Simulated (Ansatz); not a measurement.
Ansatz (a quantum-chemistry and plane-wave program) input file for methane cation (CH4), SMILES C (connectivity only; charge and spin as stated), charge +1, multiplicity 2, ωB97X-V/def2-TZVPD. Geometry: B3LYP-D3(BJ)/def2-TZVPD. The multiplicity is an assumed one; other spin states were not compared.

Ansatz 0.2 input:
```yaml
crystal:
  periodic: [false, false, false]
  atoms:
    - {symbol: C, position_ang: [-0.00000000, 0.00000000, 0.00000000]}
    - {symbol: H, position_ang: [-0.74684111, -0.74684111, -0.37477854]}
    - {symbol: H, position_ang: [0.74684111, 0.74684110, -0.37477853]}
    - {symbol: H, position_ang: [-0.74684111, 0.74684111, 0.37477854]}
    - {symbol: H, position_ang: [0.74684111, -0.74684111, 0.37477853]}
basis:
  gaussian:
    orbitals: def2-TZVPD
hamiltonian:
  xc: {name: wB97X-V}
total_charge: 1
magnetization: {spin_polarized: true, initial_magnetization: 1}
```

Program output:

```
WARN ansatz: RAYON_NUM_THREADS=1 ignored (pool sized by the plan → 1); use --threads N
Functional definition: wB97X-V
integrals: 0.02 GiB planned
378 factors; their error is unknown
integrals: 0.05 GiB planned
191 factors; integrals over basis functions are off by at most 1.9e-6 eV
mean field: 0.24 GiB planned
mean field evaluation 1: about -1086.7853 eV, gradient 2.7e1 eV
mean field evaluation 2: about -1088.9258 eV, gradient 1.4e1 eV
mean field evaluation 4: about -1089.7845 eV, gradient 1.3e-1 eV
mean field evaluation 8: about -1089.7737 eV, gradient 2.8e-2 eV
mean field -1089.77366059 eV, -40.0484433515 hartree, gradient 2.5e-5 eV, S^2 0.751866; 0 other end points of the search recorded, 0 dependent functions left out
reference -1089.77365989 eV, -40.0484433258 hartree; 5, 4 occupied and 68, 69 virtual orbitals, 378 factors
Total energy: -1089.77365989 eV, -40.0484433258 hartree
```

The calculation finished and met its thresholds.
